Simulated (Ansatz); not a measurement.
# [BH$_{2}$···H···SiH], doublet along the distance B1-H4

Starting geometry:

```xyz
6

B    -2.2973    0.0347    0.0000
H    -2.8940    1.0683    0.0000
H    -2.8940   -0.9988    0.0000
H    -1.1038    0.0347    0.0000
Si    1.0787    0.0347    0.0000
H     1.4751   -1.4448    0.0000
```

From there H4 is moved from one fragment to the other while all else, the fragments' distance too, stays fixed; atoms are numbered as listed. Energies are in eV, counted from the starting geometry at the same level.

Basis cc-pVDZ; Ansatz 0.2.0. Only valence electrons are correlated (noble-gas cores frozen). Prefix R: restricted or restricted open-shell reference; prefix U: unrestricted.

Unrestricted rows (U) aren't spin-pure: their determinants' ⟨S²⟩ exceeds S(S+1) by up to 0.11, so they mix in states of higher spin.

Full CI isn't at hand for all of this; UCCSDT(Q) serves as the reference, and is uncertain by about the last step of the cluster series. The frozen core follows each run's orbitals, which can shift R against U totals by a few meV.

```
distance B1-H4 (Å)   RMP2
             1.110  0.134
             1.194  0.000
             1.300  0.078
             1.406  0.318
             1.512  0.645
             1.618  1.014
```

**Question.** Estimate the UCCSDT(Q) curve in cc-pVDZ from this one, knowing how RMP2 errs.

**Answer.** The computed UCCSDT(Q) values, in eV from the starting point, and the error of RMP2 against them:
| distance B1-H4 (Å) | UCCSDT(Q) | RMP2 less UCCSDT(Q) |
| --- | --- | --- |
| 1.110 | 0.141 | -0.007 |
| 1.194 | 0.000 | 0.000 |
| 1.300 | 0.066 | 0.012 |
| 1.406 | 0.289 | 0.030 |
| 1.512 | 0.588 | 0.058 |
| 1.618 | 0.912 | 0.102 |

The error spans 0.109 eV and is largest, 0.102 eV, at 1.618 Å.
